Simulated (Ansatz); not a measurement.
Crystal: O$_{3}$F$_{2}$, cubic X2O3 (oxygen-deficient fluorite) type, 10 atoms in the cell.

Space group Pn-3m, simple cubic cell, positions in fractions of the edge: F (0.25 0.25 0.25), (0.75 0.75 0.25), (0.75 0.25 0.75), (0.25 0.75 0.75); O (0.5 0 0), (0 0.5 0), (0 0 0.5), (0.5 0.5 0), (0.5 0 0.5), (0 0.5 0.5).

These are results of PBE, plane waves, PAW datasets (generated soft set 1) (Ansatz), not measurements.

Cutoff 420 eV; k-mesh 12×12×12 Γ-centred; Fermi–Dirac smearing of 0.0612 eV; no spin polarisation.

The fit to the energies gives V₀ = 11.272 Å³/atom (a₀ = 4.831 Å), B₀ = 77.3 GPa, B₀′ = 5.06.

(1) What pressure does the program print at V = 11.489 Å³/atom, and how far above the lowest computed point (V = 11.264 Å³/atom) does the energy lie?

Results:

(1) -1.41 GPa and 0.97 meV/atom. All points:

| V (Å³/atom) | a (Å) | E − E(min) (meV/atom) | P (GPa) |
| --- | --- | --- | --- |
| 10.588 | 4.7308 | 11.38 | 5.66 |
| 10.813 | 4.7641 | 4.90 | 3.57 |
| 11.038 | 4.7970 | 1.23 | 1.71 |
| 11.264 | 4.8294 | 0.00 | 0.06 |
| 11.489 | 4.8614 | 0.97 | -1.41 |
| 11.714 | 4.8930 | 3.87 | -2.70 |
| 11.940 | 4.9241 | 8.49 | -3.86 |

The published all-electron PBE values for this crystal (mean of FLEUR and WIEN2k, k-spacing 0.06 Å⁻¹; Bosoni et al., Nat. Rev. Phys. 6, 45 (2024)) are V₀ = 11.265 Å³/atom, B₀ = 77.5 GPa, B₀′ = 4.97. This run's mesh is coarser (spacing 0.11 Å⁻¹), so part of any difference comes from k-sampling.

The stress includes the program's correction for the finite plane-wave basis.

This cubic structure is a model: it isn't the usual form of the substance at ambient conditions, and such phases are metastable or hypothetical. The k-mesh is modest, so these values aren't fully converged in k. Spin polarisation is left out, and a magnetic state may lie lower.
